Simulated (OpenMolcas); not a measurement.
**Li2 (lithium dimer): methods side by side**

Li2 has 2 atoms, charge 0, and is taken as a singlet. SMILES: `[Li][Li]`. The bond length is the measured one.

```xyz
2

Li    0.0000    0.0000    0.0000
Li    0.0000    0.0000    2.6729
```

Each level gives the vertical energy of the triplet above the singlet (eV). The values are calculated.

```tsv
level	kind	program	value (eV)	less FCI/3-21G
HF/3-21G	Hartree–Fock	OpenMolcas	0.57	-0.62
PBE0/3-21G	global hybrid	OpenMolcas	1.00	-0.19
CASPT2(2,8)/3-21G	multireference	OpenMolcas	1.19	0.00
CASSCF(2,8)/3-21G	multireference	OpenMolcas	1.19	0.00
MC-PDFT[tPBE](2,8)/3-21G	multireference	OpenMolcas	1.17	-0.02
MRCI(2,2)/3-21G	multireference	OpenMolcas	1.19	0.00
SC-NEVPT2(2,8)/3-21G	multireference	OpenMolcas	1.19	0.00
CCSD(T)/3-21G, open shells restricted	coupled cluster or CI	OpenMolcas	1.19	0.00
FCI/3-21G, open shells restricted	exact in the basis	OpenMolcas	1.19	0.00
```

FCI/3-21G, open shells restricted is exact within its basis and frozen core, so for wave-function methods in that basis the difference is their error; functionals converge differently with the basis, so for them it is only a difference. The values span 0.57 to 1.19 eV. All rows use very small basis sets, so even the best lies far from the true value.
